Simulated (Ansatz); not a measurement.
# AlH3F (doublet): from Hartree-Fock to the top rungs at distance Al1–H4 along a hydrogen transfer = 1.790 Å, cc-pVDZ

One table from this session's results is given with a row withheld; the runs are named, their logs left out.

Method: cc-pVDZ, core rule «outside noble gas», up to 6 orbitals frozen; program: Ansatz 0.2.0, Gaussian basis.

Plan: UHF; CCSD(T) on ROHF; CCSD(T) on UHF; BCCD(T) on ROHF; CISD; CCSDT(Q) on ROHF; CCSDT(Q) on UHF; CASSCF and MRCISD+Q, 3 electrons in 3 orbitals; CASSCF and NEVPT2, 3 electrons in 3 orbitals.

17 further runs of the same task are left out: 9 for a known fault of the program, 1 for a mislabelled method, 7 that didn't finish.

## What is computed

The geometry derives from fragments relaxed apart (PBE0/def2-TZVP) and kept rigid, so it is no stationary point. A hydrogen atom is moved between rigid fragments.

5 atoms, charge 0, spin multiplicity 2.

Atoms are counted from 1 here; the program's logs count them from 0.

Bond lengths: Al1–H2 1.586 Å, Al1–H3 1.586 Å, Al1–H4 1.790 Å. Angles: H2–Al1–H3 120.0°, H2–Al1–H4 120.0°, H3–Al1–H4 120.0°.

Coordinates:

```xyz
5
AlFH3
Al   -1.2448    0.0000    0.0000
H    -2.0377    1.3734    0.0000
H    -2.0377   -1.3734    0.0000
H     0.5452    0.0000    0.0000
F     1.9552    0.0000    0.0000
```

Set-up of the first run:

Input file in.yaml:

```yaml
crystal:
  periodic: [false, false, false]
  atoms:
    - {symbol: Al, position_ang: [-1.244816, 0.000000, 0.000000]}
    - {symbol: H, position_ang: [-2.037740, 1.373384, 0.000000]}
    - {symbol: H, position_ang: [-2.037740, -1.373384, 0.000000]}
    - {symbol: H, position_ang: [0.545184, 0.000000, 0.000000]}
    - {symbol: F, position_ang: [1.955184, 0.000000, 0.000000]}
basis:
  gaussian: {orbitals: cc-pVDZ}
magnetization: {spin_polarized: true, initial_magnetization: 1}
hamiltonian: {xc: hf}
output: {orbitals: {seedname: orbitals}}
```

Run with:

```sh
ansatz run in.yaml --threads 1 --pin off --events-out ev --progress --plain --max-ram 2393MiB
```

Among the steps run: UHF; CCSD(T) on ROHF; CCSD(T) on UHF; BCCD(T) on ROHF; CISD; CCSDT(Q) on ROHF; CCSDT(Q) on UHF; CASSCF and MRCISD+Q, 3 electrons in 3 orbitals; CASSCF and NEVPT2, 3 electrons in 3 orbitals.

One table of the session follows, with a row left open; its other results are not shown here.

| method | from UCCSDT(Q) (kJ/mol) |
| --- | --- |
| ROHF | +782.5 |
| UHF | +751.8 |
| RMP2 | +114.4 |
| UMP2 | +111.9 |
| CISD | +81.8 |
| RCCSD | +14.4 |
| UCCSD | +13.6 |
| RCCSD(T) | +3.8 |
| UCCSD(T) | +3.7 |
| BCCD(T) | +3.6 |
| RCCSDT | +1.5 |
| UCCSDT | ? |
| RCCSDT(Q) | 0.0 |
| UCCSDT(Q) | 0 |
| CASSCF pair | +707.1 |
| NEVPT2 pair | +87.4 |
| MRCISD pair | +62.0 |
| MRCISD+Q pair | +12.3 |

**Question.** Estimate the row for UCCSDT.

**Answer.** from UCCSDT(Q) (kJ/mol): +1.4. In the column «from UCCSDT(Q) (kJ/mol)» it lies between UCCSDT(Q) (0) and RCCSDT (+1.5).

Caveats from the session: Restricted and unrestricted rows rest on different reference determinants; where their highest levels disagree by more than a few hundredths of an eV, they describe different states and don't form one ladder.
